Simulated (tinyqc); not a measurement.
UHF in the sto-6g basis, for H2O, spin multiplicity 1, step by step (part 2 of 3). Computed by tinyqc, a small Python program that keeps every step (integrals from PySCF). Command: `OMP_NUM_THREADS=1 python tinyqc.py 31644 31645 out.jsonl` (the two numbers bound the seeds that draw the settings). One thread of a shared host (Intel(R) Xeon(R) Processor @ 2.60GHz), about 0.2 s of CPU time with the checks.

Geometry (angstrom):
```
atom         x          y         z
O     0.000000   0.000000  0.000000
H     0.000000   0.832000  0.645000
H     0.000000  -0.786000  0.610000
```

## Iteration 2: building the Fock matrix

D(alpha) after iteration 1, order 1O 1s, 1O 2s, 1O 2px, 1O 2py, 1O 2pz, 2H 1s, 3H 1s:
```
[[1.041918, -0.174074, 0.004282, -0.002608, 0.055830, -0.037394, -0.042120],
 [-0.174074, 0.768577, -0.023314, 0.014738, -0.278051, 0.087525, 0.095746],
 [0.004282, -0.023314, 0.976219, -0.125380, -0.017914, 0.142714, -0.095970],
 [-0.002608, 0.014738, -0.125380, 0.503311, 0.004298, 0.228544, -0.228069],
 [0.055830, -0.278051, -0.017914, 0.004298, 0.753429, 0.160940, 0.166818],
 [-0.037394, 0.087525, 0.142714, 0.228544, 0.160940, 0.256231, -0.072243],
 [-0.042120, 0.095746, -0.095970, -0.228069, 0.166818, -0.072243, 0.245879]]
```

D(beta) after iteration 1, order 1O 1s, 1O 2s, 1O 2px, 1O 2py, 1O 2pz, 2H 1s, 3H 1s:
```
[[1.041918, -0.174074, -0.004282, -0.002608, 0.055830, -0.037394, -0.042120],
 [-0.174074, 0.768577, 0.023314, 0.014738, -0.278051, 0.087525, 0.095746],
 [-0.004282, 0.023314, 0.976219, 0.125380, 0.017914, -0.142714, 0.095970],
 [-0.002608, 0.014738, 0.125380, 0.503311, 0.004298, 0.228544, -0.228069],
 [0.055830, -0.278051, 0.017914, 0.004298, 0.753429, 0.160940, 0.166818],
 [-0.037394, 0.087525, -0.142714, 0.228544, 0.160940, 0.256231, -0.072243],
 [-0.042120, 0.095746, 0.095970, -0.228069, 0.166818, -0.072243, 0.245879]]
```

core Hamiltonian H = T + V (hartree), order 1O 1s, 1O 2s, 1O 2px, 1O 2py, 1O 2pz, 2H 1s, 3H 1s:
```
[[-32.965658, -7.286434, 0.000000, 0.001278, -0.017639, -1.412493, -1.613569],
 [-7.286434, -9.182833, 0.000000, 0.012518, -0.200259, -3.172080, -3.493552],
 [0.000000, 0.000000, -7.421836, 0.000000, 0.000000, 0.000000, 0.000000],
 [0.001278, 0.012518, 0.000000, -7.556502, 0.006970, -1.792542, 1.929985],
 [-0.017639, -0.200259, 0.000000, 0.006970, -7.502864, -1.448820, -1.558668],
 [-1.412493, -3.172080, 0.000000, -1.792542, -1.448820, -4.718221, -1.329331],
 [-1.613569, -3.493552, 0.000000, 1.929985, -1.558668, -1.329331, -4.918410]]
```

nuclear repulsion = 8.60330354 hartree

Given earlier and not repeated: Two-electron integrals (ij|kl) in chemists' order.

J_ij = sum D_kl (ij|kl) with D = D(alpha) + D(beta), K_ij = sum D_kl (ik|jl) for each spin; F = H + J - K(s); E = tr D H + tr D J / 2 - 0.5 sum_s tr D(s) K(s) + E_nn.

Coulomb J (hartree), order 1O 1s, 1O 2s, 1O 2px, 1O 2py, 1O 2pz, 2H 1s, 3H 1s:
```
[[17.478574, 3.112420, 0.000000, 0.000218, -0.010727, 0.616167, 0.704205],
 [3.112420, 8.226862, 0.000000, -0.000217, 0.013092, 2.814839, 3.097636],
 [0.000000, 0.000000, 8.225568, 0.000000, 0.000000, 0.000000, 0.000000],
 [0.000218, -0.000217, 0.000000, 8.222265, -0.001523, 1.747310, -1.880308],
 [-0.010727, 0.013092, 0.000000, -0.001523, 8.232750, 1.365963, 1.471756],
 [0.616167, 2.814839, 0.000000, 1.747310, 1.365963, 4.818516, 1.191531],
 [0.704205, 3.097636, 0.000000, -1.880308, 1.471756, 1.191531, 4.992826]]
```

exchange K(alpha) (hartree), order 1O 1s, 1O 2s, 1O 2px, 1O 2py, 1O 2pz, 2H 1s, 3H 1s:
```
[[4.892854, 0.772451, 0.000052, -0.000231, 0.002164, 0.162476, 0.185171],
 [0.772451, 1.272024, -0.010064, -0.000347, -0.074200, 0.501943, 0.547182],
 [0.000052, -0.010064, 1.107154, -0.061475, -0.009617, 0.022666, -0.015573],
 [-0.000231, -0.000347, -0.061475, 0.935527, -0.004199, 0.314656, -0.328843],
 [0.002164, -0.074200, -0.009617, -0.004199, 1.040592, 0.236229, 0.249481],
 [0.162476, 0.501943, 0.022666, 0.314656, 0.236229, 0.555636, 0.189448],
 [0.185171, 0.547182, -0.015573, -0.328843, 0.249481, 0.189448, 0.595443]]
```

exchange K(beta) (hartree), order 1O 1s, 1O 2s, 1O 2px, 1O 2py, 1O 2pz, 2H 1s, 3H 1s:
```
[[4.892854, 0.772451, -0.000052, -0.000231, 0.002164, 0.162476, 0.185171],
 [0.772451, 1.272024, 0.010064, -0.000347, -0.074200, 0.501943, 0.547182],
 [-0.000052, 0.010064, 1.107154, 0.061475, 0.009617, -0.022666, 0.015573],
 [-0.000231, -0.000347, 0.061475, 0.935527, -0.004199, 0.314656, -0.328843],
 [0.002164, -0.074200, 0.009617, -0.004199, 1.040592, 0.236229, 0.249481],
 [0.162476, 0.501943, -0.022666, 0.314656, 0.236229, 0.555636, 0.189448],
 [0.185171, 0.547182, 0.015573, -0.328843, 0.249481, 0.189448, 0.595443]]
```

F(alpha) (hartree), order 1O 1s, 1O 2s, 1O 2px, 1O 2py, 1O 2pz, 2H 1s, 3H 1s:
```
[[-20.379939, -4.946466, -0.000052, 0.001727, -0.030531, -0.958803, -1.094535],
 [-4.946466, -2.227995, 0.010064, 0.012648, -0.112967, -0.859185, -0.943098],
 [-0.000052, 0.010064, -0.303422, 0.061475, 0.009617, -0.022666, 0.015573],
 [0.001727, 0.012648, 0.061475, -0.269764, 0.009645, -0.359888, 0.378521],
 [-0.030531, -0.112967, 0.009617, 0.009645, -0.310706, -0.319085, -0.336393],
 [-0.958803, -0.859185, -0.022666, -0.359888, -0.319085, -0.455342, -0.327247],
 [-1.094535, -0.943098, 0.015573, 0.378521, -0.336393, -0.327247, -0.521027]]
```

F(beta) (hartree), order 1O 1s, 1O 2s, 1O 2px, 1O 2py, 1O 2pz, 2H 1s, 3H 1s:
```
[[-20.379939, -4.946466, 0.000052, 0.001727, -0.030531, -0.958803, -1.094535],
 [-4.946466, -2.227995, -0.010064, 0.012648, -0.112967, -0.859185, -0.943098],
 [0.000052, -0.010064, -0.303422, -0.061475, -0.009617, 0.022666, -0.015573],
 [0.001727, 0.012648, -0.061475, -0.269764, 0.009645, -0.359888, 0.378521],
 [-0.030531, -0.112967, -0.009617, 0.009645, -0.310706, -0.319085, -0.336393],
 [-0.958803, -0.859185, 0.022666, -0.359888, -0.319085, -0.455342, -0.327247],
 [-1.094535, -0.943098, -0.015573, 0.378521, -0.336393, -0.327247, -0.521027]]
```

total energy of this density = -75.52489710 hartree

This density is a damped mixture and is not idempotent.

## Iteration 2: DIIS over 2 matrices

error matrix X^T (FDS - SDF) X (alpha):
```
[[0.000000, -0.068351, -0.003580, 0.003158, -0.044041, 0.070928, 0.076486],
 [0.068351, 0.000000, 0.000523, -0.005739, 0.073503, -0.049575, -0.059914],
 [0.003580, -0.000523, 0.000000, 0.047192, 0.004386, -0.026585, 0.022008],
 [-0.003158, 0.005739, -0.047192, 0.000000, 0.001068, 0.077379, -0.071301],
 [0.044041, -0.073503, -0.004386, -0.001068, 0.000000, 0.037735, 0.034575],
 [-0.070928, 0.049575, 0.026585, -0.077379, -0.037735, 0.000000, -0.001659],
 [-0.076486, 0.059914, -0.022008, 0.071301, -0.034575, 0.001659, 0.000000]]
```

B (overlaps of the stored error matrices):
```
[[9.9511255e-01, 4.0538790e-01],
 [4.0538790e-01, 1.8452239e-01]]
```

Minimise |sum c_i e_i|^2 with sum c_i = 1: solve [B -1; -1 0][c; lambda] = [0; -1] with B_ij = tr e_i^T e_j summed over both spins, and take F = sum c_i F_i.

DIIS coefficients: [-0.598780, 1.598780]

extrapolated F(alpha) (hartree), order 1O 1s, 1O 2s, 1O 2px, 1O 2py, 1O 2pz, 2H 1s, 3H 1s:
```
[[-20.547534, -4.973048, 0.000170, 0.001312, -0.030406, -0.965300, -1.101791],
 [-4.973048, -2.321337, 0.008994, 0.013869, -0.094244, -0.875615, -0.961417],
 [0.000170, 0.008994, -0.397995, 0.063211, 0.012321, -0.013994, 0.007922],
 [0.001312, 0.013869, 0.063211, -0.294202, 0.011888, -0.375184, 0.394173],
 [-0.030406, -0.094244, 0.012321, 0.011888, -0.361751, -0.335357, -0.352289],
 [-0.965300, -0.875615, -0.013994, -0.375184, -0.335357, -0.480838, -0.324064],
 [-1.101791, -0.961417, 0.007922, 0.394173, -0.352289, -0.324064, -0.548452]]
```

extrapolated F(beta) (hartree), order 1O 1s, 1O 2s, 1O 2px, 1O 2py, 1O 2pz, 2H 1s, 3H 1s:
```
[[-20.547534, -4.973048, -0.000170, 0.001312, -0.030406, -0.965300, -1.101791],
 [-4.973048, -2.321337, -0.008994, 0.013869, -0.094244, -0.875615, -0.961417],
 [-0.000170, -0.008994, -0.397995, -0.063211, -0.012321, 0.013994, -0.007922],
 [0.001312, 0.013869, -0.063211, -0.294202, 0.011888, -0.375184, 0.394173],
 [-0.030406, -0.094244, -0.012321, 0.011888, -0.361751, -0.335357, -0.352289],
 [-0.965300, -0.875615, 0.013994, -0.375184, -0.335357, -0.480838, -0.324064],
 [-1.101791, -0.961417, -0.007922, 0.394173, -0.352289, -0.324064, -0.548452]]
```

## Iteration 2: diagonalisation and new density

X, order 1O 1s, 1O 2s, 1O 2px, 1O 2py, 1O 2pz, 2H 1s, 3H 1s:
```
[[1.022616, -0.135830, 0.000000, 0.000774, -0.008237, 0.018147, 0.019542],
 [-0.135830, 1.201641, 0.000000, -0.012392, 0.092122, -0.242046, -0.279538],
 [0.000000, 0.000000, 1.000000, 0.000000, 0.000000, 0.000000, 0.000000],
 [0.000774, -0.012392, 0.000000, 1.092975, -0.005482, -0.194462, 0.212400],
 [-0.008237, 0.092122, 0.000000, -0.005482, 1.046953, -0.125669, -0.141155],
 [0.018147, -0.242046, 0.000000, -0.194462, -0.125669, 1.153487, -0.074926],
 [0.019542, -0.279538, 0.000000, 0.212400, -0.141155, -0.074926, 1.185308]]
```

overlap S, order 1O 1s, 1O 2s, 1O 2px, 1O 2py, 1O 2pz, 2H 1s, 3H 1s:
```
[[1.000000, 0.231145, 0.000000, 0.000000, 0.000000, 0.044504, 0.050833],
 [0.231145, 1.000000, 0.000000, 0.000000, 0.000000, 0.416460, 0.452421],
 [0.000000, 0.000000, 1.000000, 0.000000, 0.000000, 0.000000, 0.000000],
 [0.000000, 0.000000, 0.000000, 1.000000, 0.000000, 0.282929, -0.299671],
 [0.000000, 0.000000, 0.000000, 0.000000, 1.000000, 0.219338, 0.232569],
 [0.044504, 0.416460, 0.000000, 0.282929, 0.219338, 1.000000, 0.216115],
 [0.050833, 0.452421, 0.000000, -0.299671, 0.232569, 0.216115, 1.000000]]
```

Diagonalise F' = X^T F X, C = X C', fill 5 alpha and 5 beta electrons from the bottom; D(s) = C_occ C_occ^T; the new density keeps 0.3 of the old one (damping). Each column has its largest component positive (the first on a tie).

F' = X^T F X (alpha) (hartree):
```
[[-20.219291, -2.512417, -0.001199, 0.000805, -0.051141, -0.143735, -0.181842],
 [-2.512417, -1.204442, 0.012308, -0.008211, 0.116857, -0.448755, -0.503583],
 [-0.001199, 0.012308, -0.397995, 0.073313, 0.014021, -0.032750, 0.019615],
 [0.000805, -0.008211, 0.073313, -0.025048, 0.000157, -0.430321, 0.452824],
 [-0.051141, 0.116857, 0.014021, 0.000157, -0.224718, -0.297869, -0.320760],
 [-0.143735, -0.448755, -0.032750, -0.430321, -0.297869, -0.019425, -0.085524],
 [-0.181842, -0.503583, 0.019615, 0.452824, -0.320760, -0.085524, -0.007274]]
```

orbital energies (alpha) (hartree): [-20.550649, -1.248455, -0.606502, -0.473912, -0.399719, 0.519180, 0.661862]

coefficients C (alpha), order 1O 1s, 1O 2s, 1O 2px, 1O 2py, 1O 2pz, 2H 1s, 3H 1s:
```
[[0.996741, -0.222074, -0.008733, 0.089367, 0.005096, 0.115443, 0.027324],
 [0.015135, 0.847111, 0.050386, -0.488446, -0.032503, -0.778526, -0.204097],
 [-0.000017, -0.008619, -0.139270, -0.062878, 0.985214, -0.037678, 0.067147],
 [-0.000258, -0.012918, 0.608653, 0.022379, 0.016725, -0.181301, 0.934575],
 [0.002993, 0.105083, -0.028377, 0.785079, 0.030849, -0.698116, -0.154558],
 [-0.003097, 0.149370, 0.431610, 0.288367, 0.155172, 0.880151, -0.598467],
 [-0.003560, 0.171870, -0.441383, 0.264926, -0.084897, 0.606386, 0.940565]]
```

F' = X^T F X (beta) (hartree):
```
[[-20.219291, -2.512417, 0.001199, 0.000805, -0.051141, -0.143735, -0.181842],
 [-2.512417, -1.204442, -0.012308, -0.008211, 0.116857, -0.448755, -0.503583],
 [0.001199, -0.012308, -0.397995, -0.073313, -0.014021, 0.032750, -0.019615],
 [0.000805, -0.008211, -0.073313, -0.025048, 0.000157, -0.430321, 0.452824],
 [-0.051141, 0.116857, -0.014021, 0.000157, -0.224718, -0.297869, -0.320760],
 [-0.143735, -0.448755, 0.032750, -0.430321, -0.297869, -0.019425, -0.085524],
 [-0.181842, -0.503583, -0.019615, 0.452824, -0.320760, -0.085524, -0.007274]]
```

orbital energies (beta) (hartree): [-20.550649, -1.248455, -0.606502, -0.473912, -0.399719, 0.519180, 0.661862]

coefficients C (beta), order 1O 1s, 1O 2s, 1O 2px, 1O 2py, 1O 2pz, 2H 1s, 3H 1s:
```
[[0.996741, -0.222074, -0.008733, 0.089367, -0.005096, 0.115443, 0.027324],
 [0.015135, 0.847111, 0.050386, -0.488446, 0.032503, -0.778526, -0.204097],
 [0.000017, 0.008619, 0.139270, 0.062878, 0.985214, 0.037678, -0.067147],
 [-0.000258, -0.012918, 0.608653, 0.022379, -0.016725, -0.181301, 0.934575],
 [0.002993, 0.105083, -0.028377, 0.785079, -0.030849, -0.698116, -0.154558],
 [-0.003097, 0.149370, 0.431610, 0.288367, -0.155172, 0.880151, -0.598467],
 [-0.003560, 0.171870, -0.441383, 0.264926, 0.084897, 0.606386, 0.940565]]
```

D(alpha) after iteration 2, order 1O 1s, 1O 2s, 1O 2px, 1O 2py, 1O 2pz, 2H 1s, 3H 1s:
```
[[1.048205, -0.204327, 0.003045, -0.001215, 0.051897, -0.020644, -0.022869],
 [-0.204327, 0.902573, -0.017934, 0.010194, -0.291203, 0.027894, 0.026384],
 [0.003045, -0.017934, 0.988716, -0.086324, -0.016522, 0.094158, -0.057007],
 [-0.001215, 0.010194, -0.086324, 0.410978, 0.000908, 0.257438, -0.254872],
 [0.051897, -0.291203, -0.016522, 0.000908, 0.666439, 0.212514, 0.215206],
 [-0.020644, 0.027894, 0.094158, 0.257438, 0.212514, 0.297959, -0.092793],
 [-0.022869, 0.026384, -0.057007, -0.254872, 0.215206, -0.092793, 0.284998]]
```

D(beta) after iteration 2, order 1O 1s, 1O 2s, 1O 2px, 1O 2py, 1O 2pz, 2H 1s, 3H 1s:
```
[[1.048205, -0.204327, -0.003045, -0.001215, 0.051897, -0.020644, -0.022869],
 [-0.204327, 0.902573, 0.017934, 0.010194, -0.291203, 0.027894, 0.026384],
 [-0.003045, 0.017934, 0.988716, 0.086324, 0.016522, -0.094158, 0.057007],
 [-0.001215, 0.010194, 0.086324, 0.410978, 0.000908, 0.257438, -0.254872],
 [0.051897, -0.291203, 0.016522, 0.000908, 0.666439, 0.212514, 0.215206],
 [-0.020644, 0.027894, -0.094158, 0.257438, 0.212514, 0.297959, -0.092793],
 [-0.022869, 0.026384, 0.057007, -0.254872, 0.215206, -0.092793, 0.284998]]
```

## Iteration 21 (converged): orbitals

converged F(alpha) (hartree), order 1O 1s, 1O 2s, 1O 2px, 1O 2py, 1O 2pz, 2H 1s, 3H 1s:
```
[[-20.509594, -4.963795, 0.000000, 0.001244, -0.027099, -0.963490, -1.099726],
 [-4.963795, -2.324261, 0.000000, 0.013700, -0.100831, -0.863463, -0.948747],
 [0.000000, 0.000000, -0.394209, 0.000000, 0.000000, 0.000000, 0.000000],
 [0.001244, 0.013700, 0.000000, -0.283371, 0.014360, -0.368942, 0.388154],
 [-0.027099, -0.100831, 0.000000, 0.014360, -0.320659, -0.338695, -0.354460],
 [-0.963490, -0.863463, 0.000000, -0.368942, -0.338695, -0.466094, -0.320202],
 [-1.099726, -0.948747, 0.000000, 0.388154, -0.354460, -0.320202, -0.531788]]
```

converged F(beta) (hartree), order 1O 1s, 1O 2s, 1O 2px, 1O 2py, 1O 2pz, 2H 1s, 3H 1s:
```
[[-20.509594, -4.963795, 0.000000, 0.001244, -0.027099, -0.963490, -1.099726],
 [-4.963795, -2.324261, 0.000000, 0.013700, -0.100831, -0.863463, -0.948747],
 [0.000000, 0.000000, -0.394209, 0.000000, 0.000000, 0.000000, 0.000000],
 [0.001244, 0.013700, 0.000000, -0.283371, 0.014360, -0.368942, 0.388154],
 [-0.027099, -0.100831, 0.000000, 0.014360, -0.320659, -0.338695, -0.354460],
 [-0.963490, -0.863463, 0.000000, -0.368942, -0.338695, -0.466094, -0.320202],
 [-1.099726, -0.948747, 0.000000, 0.388154, -0.354460, -0.320202, -0.531788]]
```

Diagonalise F' = X^T F X, C = X C', fill 5 alpha and 5 beta electrons from the bottom; D(s) = C_occ C_occ^T. Each column has its largest component positive (the first on a tie).

F' = X^T F X (alpha) (hartree):
```
[[-20.182270, -2.505056, 0.000000, 0.000674, -0.046662, -0.145432, -0.183660],
 [-2.505056, -1.224535, 0.000000, -0.007817, 0.109902, -0.435339, -0.489462],
 [0.000000, 0.000000, -0.394209, 0.000000, 0.000000, 0.000000, 0.000000],
 [0.000674, -0.007817, 0.000000, -0.016602, 0.002977, -0.426886, 0.449344],
 [-0.046662, 0.109902, 0.000000, 0.002977, -0.179450, -0.306437, -0.327571],
 [-0.145432, -0.435339, 0.000000, -0.426886, -0.306437, -0.008179, -0.086514],
 [-0.183660, -0.489462, 0.000000, 0.449344, -0.327571, -0.086514, 0.005490]]
```

orbital energies (alpha) (hartree): [-20.512686, -1.245985, -0.587159, -0.450751, -0.394209, 0.528457, 0.662577]

coefficients C (alpha), order 1O 1s, 1O 2s, 1O 2px, 1O 2py, 1O 2pz, 2H 1s, 3H 1s:
```
[[0.996744, -0.224252, -0.009545, 0.091503, 0.000000, 0.109352, 0.027633],
 [0.015111, 0.861148, 0.054563, -0.507451, 0.000000, -0.749577, -0.208817],
 [0.000000, 0.000000, 0.000000, 0.000000, 1.000000, 0.000000, 0.000000],
 [-0.000252, -0.013657, 0.608305, 0.026519, 0.000000, -0.193922, 0.932296],
 [0.002815, 0.108375, -0.036453, 0.762943, 0.000000, -0.719563, -0.165762],
 [-0.003066, 0.138532, 0.439429, 0.327984, 0.000000, 0.882088, -0.592216],
 [-0.003521, 0.158820, -0.451858, 0.279058, 0.000000, 0.586186, 0.950384]]
```

F' = X^T F X (beta) (hartree):
```
[[-20.182270, -2.505056, 0.000000, 0.000674, -0.046662, -0.145432, -0.183660],
 [-2.505056, -1.224535, 0.000000, -0.007817, 0.109902, -0.435339, -0.489462],
 [0.000000, 0.000000, -0.394209, 0.000000, 0.000000, 0.000000, 0.000000],
 [0.000674, -0.007817, 0.000000, -0.016602, 0.002977, -0.426886, 0.449344],
 [-0.046662, 0.109902, 0.000000, 0.002977, -0.179450, -0.306437, -0.327571],
 [-0.145432, -0.435339, 0.000000, -0.426886, -0.306437, -0.008179, -0.086514],
 [-0.183660, -0.489462, 0.000000, 0.449344, -0.327571, -0.086514, 0.005490]]
```

orbital energies (beta) (hartree): [-20.512686, -1.245985, -0.587159, -0.450751, -0.394209, 0.528457, 0.662577]

coefficients C (beta), order 1O 1s, 1O 2s, 1O 2px, 1O 2py, 1O 2pz, 2H 1s, 3H 1s:
```
[[0.996744, -0.224252, -0.009545, 0.091503, 0.000000, 0.109352, 0.027633],
 [0.015111, 0.861148, 0.054563, -0.507451, 0.000000, -0.749577, -0.208817],
 [0.000000, 0.000000, 0.000000, 0.000000, 1.000000, 0.000000, 0.000000],
 [-0.000252, -0.013657, 0.608305, 0.026519, 0.000000, -0.193922, 0.932296],
 [0.002815, 0.108375, -0.036453, 0.762943, 0.000000, -0.719563, -0.165762],
 [-0.003066, 0.138532, 0.439429, 0.327984, 0.000000, 0.882088, -0.592216],
 [-0.003521, 0.158820, -0.451858, 0.279058, 0.000000, 0.586186, 0.950384]]
```

D(alpha) after iteration 21, order 1O 1s, 1O 2s, 1O 2px, 1O 2py, 1O 2pz, 2H 1s, 3H 1s:
```
[[1.052251, -0.225006, 0.000000, -0.000568, 0.048662, -0.008305, -0.009278],
 [-0.225006, 1.002288, 0.000000, 0.007969, -0.295775, -0.023209, -0.029549],
 [0.000000, 0.000000, 1.000000, 0.000000, 0.000000, 0.000000, 0.000000],
 [-0.000568, 0.007969, 0.000000, 0.370924, -0.003423, 0.274113, -0.269635],
 [0.048662, -0.295775, 0.000000, -0.003423, 0.595163, 0.249219, 0.246579],
 [-0.008305, -0.023209, 0.000000, 0.274113, 0.249219, 0.319872, -0.085020],
 [-0.009278, -0.029549, 0.000000, -0.269635, 0.246579, -0.085020, 0.307285]]
```

D(beta) after iteration 21, order 1O 1s, 1O 2s, 1O 2px, 1O 2py, 1O 2pz, 2H 1s, 3H 1s:
```
[[1.052251, -0.225006, 0.000000, -0.000568, 0.048662, -0.008305, -0.009278],
 [-0.225006, 1.002288, 0.000000, 0.007969, -0.295775, -0.023209, -0.029549],
 [0.000000, 0.000000, 1.000000, 0.000000, 0.000000, 0.000000, 0.000000],
 [-0.000568, 0.007969, 0.000000, 0.370924, -0.003423, 0.274113, -0.269635],
 [0.048662, -0.295775, 0.000000, -0.003423, 0.595163, 0.249219, 0.246579],
 [-0.008305, -0.023209, 0.000000, 0.274113, 0.249219, 0.319872, -0.085020],
 [-0.009278, -0.029549, 0.000000, -0.269635, 0.246579, -0.085020, 0.307285]]
```
